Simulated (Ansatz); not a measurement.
## SiH2S (SMILES [SiH]S): the electronic atomisation energy, rung by rung

The species is SiH2S (4 atoms), meant as a singlet with charge 0. As SMILES, `[SiH]S`. Geometry: relaxed at PBE0-D4/def2-TZVP.

Each level gives the electronic atomisation energy (eV). The values are calculated. Electronic energies at fixed atoms, without zero-point motion or spin-orbit coupling.

```csv
level,kind,program,value (eV),less FCI/STO-3G
HF/STO-3G,Hartree–Fock,Ansatz,9.92,-1.95
BLYP/STO-3G,GGA,Ansatz,14.46,+2.59
revPBE/STO-3G,GGA,Ansatz,14.26,+2.39
r2SCAN/STO-3G,meta-GGA,Ansatz,14.24,+2.37
PBE0/STO-3G,global hybrid,Ansatz,13.94,+2.07
r2SCAN0/STO-3G,hybrid meta-GGA,Ansatz,13.71,+1.84
B2PLYP/STO-3G,double hybrid,Ansatz,13.14,+1.27
RPA@PBE/STO-3G,RPA,Ansatz,11.45,-0.42
CCSDT(Q)/STO-3G,coupled cluster or CI,Ansatz,11.88,+0.01
FCI/STO-3G,exact in the basis,Ansatz,11.87,0.00
```

FCI/STO-3G is exact within its basis and frozen core, so for wave-function methods in that basis the difference is their error; functionals converge differently with the basis, so for them it is only a difference. The values span 9.92 to 14.46 eV. All rows use very small basis sets, so none should be taken for the real molecule's value.
